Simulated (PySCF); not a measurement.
Gas-phase reaction: 3 AlCl + 3 F2 = AlCl3 + Al2F6, at 500 K and a standard pressure of 1 bar. Level: MP2/def2-TZVPP†.

Method: PySCF energies plus ideal-gas RRHO corrections (1 bar). S°(298 K) at PBE0/def2-TZVP differs from the NASA 1993 table for Al2F6 (+7 J/mol/K); whether the harmonic model or the table's entry is off was not settled. † marks an energy on the PBE0/def2-TZVP geometry and frequencies. MP2 freezes the core. All species are closed-shell singlets. MP2 isn't extrapolated to the basis-set limit; its ΔH°(298 K) is -3145.6 kJ in def2-SVP and -3168.1 kJ in def2-TZVPP. The harmonic model lacks anharmonicity and excited electronic states, which grow with temperature; levels with a mode under 35 cm⁻¹ are left out. Soft modes under 120 cm⁻¹ make the harmonic entropy rough for Al2F6.

```tsv
species	E (Ha)	H(500 K) − E (kJ/mol)	S°(500 K) (J/mol/K)
AlCl	-701.74035	19.3	246.4
F2	-199.28260	21.7	218.2
AlCl3	-1621.32064	44.4	352.4
Al2F6	-1082.96289	104.7	471.0
```
E: electronic energy; H − E holds the zero-point and thermal terms. 1 Ha = 2625.5 kJ/mol.

### Question
Work out ΔH°, ΔS°, ΔG° and log10 K from these numbers.

### Answer
1. ΔE = 1×(-1621.32064) + 1×(-1082.96289) − 3×(-701.74035) − 3×(-199.28260) = -1.21468 Ha = -3189.1 kJ.
2. Δ(H − E) = 1×(44.4) + 1×(104.7) − 3×(19.3) − 3×(21.7) = 26.1 kJ, so ΔH° = -3163.0 kJ.
3. ΔS° = 1×(352.4) + 1×(471.0) − 3×(246.4) − 3×(218.2) = -570.4 J/K; the number of gas molecules changes by -4.
4. ΔG° = ΔH° − TΔS° = -3163.0 − 500×(-570.4)/1000 = -2877.8 kJ.
5. log10 K = −ΔG°/(RT ln 10) = 300.71, with RT ln 10 = 9.57 kJ/mol; at standard pressures the products are favoured.
6. A shift of 10 kJ in ΔE would move log10 K by 1.04 here.
For scale, ΔH°(298 K) is -3168 kJ at this level, -2980 kJ at ωB97M-V/def2-TZVP†, and runs from -3168 to -2795 kJ over the 19 levels computed; the NASA 1993 table gives -3064 kJ (entries not checked at source). After a fit of one offset per element over all species, the range-separated, M06-2X, PBE0/def2-QZVP and CCSD(T)/def2-TZVPP enthalpies, where run, lie to one side of the table for AlCl (-22 kJ/mol), Al2F6 (+36 kJ/mol): a fault of the table's entry, another state or a shared error of the levels is possible; this was not checked at source.
